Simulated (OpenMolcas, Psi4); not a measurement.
CH6Si (methylsilane): a line through the functionals

CH6Si: 8 atoms, total charge 0, spin state singlet. SMILES: `C[SiH3]`. Geometry: relaxed at PBE0-D4/def2-TZVP.

The HOMO–LUMO gap y, in eV, basis def2-TZVP; a is the functional's share of exact exchange. Programs: OpenMolcas 26.06, Psi4 1.11.

```
functional     program     a  y (eV)
      BLYP  OpenMolcas     0    7.75
    r2SCAN  OpenMolcas     0    8.71
     TPSSh        Psi4   0.1    8.98
     B3LYP  OpenMolcas   0.2    9.43
      PBE0  OpenMolcas  0.25       ?
     BHLYP  OpenMolcas   0.5   11.81
```

Fit y = c + s·a to the known rows and predict PBE0.


1. Means of the 5 rows: a = 0.1600, y = 9.336.
2. Σ(Δa)² = 0.172, Σ(Δa·Δy) = 1.2202, so the slope is 1.2202/0.172 = 7.0942.
3. Intercept: 9.336 − (7.0942) × 0.1600 = 8.201. The largest residual of the fit is 0.51.
4. PBE0: 8.201 + (7.0942) × 0.25 = 9.97 eV.

The run gave 9.92 eV, so the prediction is off by +0.05 eV, within the largest residual. Exact exchange lowers occupied levels and raises empty ones. The rows mix families of semi-local functionals, which the line can't see.
